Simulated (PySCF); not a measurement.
Structure problem from calculated spectra and properties.

Formula: C3H9OP.

| Property | Result |
| --- | --- |
| Dipole | 4.44 D [B97-2/pcSseg-2] |
| 13C NMR | chemical shifts (computed TMS as zero) by class: 19.1 (3 C) ppm [GIAO B97-2/pcSseg-2] |
| XPS | P2p3/2 137.5, C1s 290.7 (×3), O1s 535.8, P1s 2151.6 eV [ΔSCF SCAN, pcX-3 on the ionised atom, pcseg-2 elsewhere, spin-free X2C, 2p3/2 from a spin–orbit splitting computed afterwards within the 2p shell] |
| 1H NMR | chemical shifts (computed TMS as zero) by class: 1.20 (9 H) ppm [GIAO B97-2/pcSseg-2] |
| Rotational structure | rotational constants A, B, C: 3.772, 3.771, 3.609 GHz [PBE0-D3(BJ)/def2-TZVP] |
| NMR, other nuclei | isotropic shieldings of nuclei other than C and H, by class: 232 (1 O), 300 (1 P) ppm [GIAO B97-2/pcSseg-2] |

Gas-phase values; electronic properties from PySCF, density fitting. Levels stand in brackets. Geometry: PBE0-D3(BJ)/def2-TZVP; no solvent, vibrations or thermal averaging. NMR values are class means; diastereotopic atoms form classes of their own.

Problem. Give a SMILES that accounts for the data.

Solution. Numbering: `[CH3:1][P:2]([CH3:3])([CH3:4])=[O:5]`. 3 carbons fall into 1 class: sp3 carbon bound to phosphorus [C1/C3/C4] (19.1 ppm, 3 C). All hydrogens form one class (1.20 ppm): methyl hydrogen. The other shieldings belong to: 232 ppm, phosphoryl oxygen [O5]; 300 ppm, phosphoryl phosphorus [P2]. The core levels belong to: P2p3/2 137.5 eV, phosphoryl phosphorus [P2]; C1s 290.7 eV, sp3 carbon bound to phosphorus [C1/C3/C4]; O1s 535.8 eV, phosphoryl oxygen [O5]; P1s 2151.6 eV, phosphoryl phosphorus [P2]. By its constants the optimised geometry is a nearly oblate symmetric top. Structure: `CP(C)(C)=O`. The assignments are read from this structure; whether some other isomer fits the data as well wasn't checked.
